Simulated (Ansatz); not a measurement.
Input file:

```yaml
crystal:
  periodic: [false, false, false]
  atoms:
    - {symbol: P, position_ang: [0.000000, 0.000000, 1.588200]}
    - {symbol: N, position_ang: [0.000000, 0.000000, 0.021900]}
    - {symbol: Si, position_ang: [0.000000, 0.000000, -1.610100]}
basis:
  gaussian: {orbitals: STO-3G}
total_charge: 1
magnetization: {spin_polarized: false, initial_magnetization: 1}
correlation: {method: fic_mrcisd_q, electrons: valence, active_space: {window: {electrons: 11, orbitals: 8}}}
```

```sh
$ ansatz run in.yaml --threads 1 --pin off --events-out ev --progress --plain --max-ram 2393MiB
```

Output:

```
254 factors; integrals over basis functions are off by at most 1.9e-5 eV
mean field evaluation 1: about -18391.9689 eV, gradient 3.7e1 eV
mean field evaluation 2: about -18392.0097 eV, gradient 3.7e1 eV
mean field evaluation 4: about -18396.6892 eV, gradient 1.6e0 eV
mean field evaluation 8: about -18396.7485 eV, gradient 2.1e-3 eV
mean field evaluation 16: about -18396.7470 eV, gradient 1.8e-1 eV
mean field evaluation 32: about -18392.2365 eV, gradient 8.2e-2 eV
mean field evaluation 64: about -18396.0354 eV, gradient 6.2e0 eV
mean field -18396.74604599 eV, -676.0679474277 hartree, gradient 1.2e-6 eV, S^2 0.750000; 7 other end points of the search recorded, 0 dependent functions left out
reference -18396.74604599 eV, -676.0679474277 hartree; 18, 17 occupied and 5, 6 virtual orbitals, 254 factors
state -18399.02585899 eV, -676.1517290103 hartree
contracted CI cycle   1: correlation 0.00000000 eV, 0.0000000000 hartree, residual 1.03e1 eV
contracted CI cycle   2: correlation -2.23247503 eV, -0.0820419442 hartree, residual 2.32e0 eV
contracted CI cycle   3: correlation -2.39516561 eV, -0.0880207125 hartree, residual 7.28e-1 eV
contracted CI cycle   4: correlation -2.41168127 eV, -0.0886276520 hartree, residual 2.68e-1 eV
contracted CI cycle   5: correlation -2.41377955 eV, -0.0887047624 hartree, residual 1.05e-1 eV
contracted CI cycle   6: correlation -2.41407144 eV, -0.0887154891 hartree, residual 3.46e-2 eV
contracted CI cycle   7: correlation -2.41410408 eV, -0.0887166886 hartree, residual 1.32e-2 eV
contracted CI cycle   8: correlation -2.41410858 eV, -0.0887168538 hartree, residual 4.58e-3 eV
contracted CI cycle   9: correlation -2.41410914 eV, -0.0887168745 hartree, residual 1.60e-3 eV
state -18399.02585899 eV, -676.1517290103 hartree; corrected -18401.61325004 eV, -676.2468138774 hartree
Total energy: -18401.61325004 eV, -676.2468138774 hartree
```

Ran on 1 thread of Intel Xeon 6975P-C, shared host: 2.6 s wall, 0.21 GiB peak host memory.
